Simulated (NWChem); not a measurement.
Species: dichloromethane (CH$_{2}$Cl$_{2}$); SMILES ClCCl

```xyz
5

Cl     1.4776     0.0000     0.2145
C      0.0000     0.0000    -0.7559
Cl    -1.4776     0.0000     0.2145
H      0.0000     0.9015    -1.3789
H      0.0000    -0.9015    -1.3789
```
Atoms are numbered in this order, from 1.

Program: NWChem. Pople sets run with spherical d functions. Structure relaxed at the PBE0/def2-SVP level. B3LYP is NWChem's, with the RPA form of VWN correlation. Total energies compare along this basis series because the functional is fixed.

```csv
level,basis functions,energy (Ha),highest occupied level (eV),orbital gap (eV),dipole (D)
B3LYP/STO-3G,25,-949.1878,-6.87,9.65,1.97
B3LYP/3-21G,39,-955.0673,-8.47,8.31,2.01
B3LYP/6-31G*,54,-959.6884,-8.37,8.17,1.80
B3LYP/6-31+G*,66,-959.6931,-8.53,7.84,1.84
B3LYP/def2-SVP,60,-959.4060,-8.10,8.48,1.61
B3LYP/def2-SVPD,90,-959.4280,-8.56,7.94,1.65
B3LYP/def2-TZVP,117,-959.7768,-8.42,8.07,1.64
B3LYP/6-311++G**,96,-959.7676,-8.54,7.77,1.77
B3LYP/aug-cc-pVTZ,192,-959.7916,-8.50,7.72,1.64
```
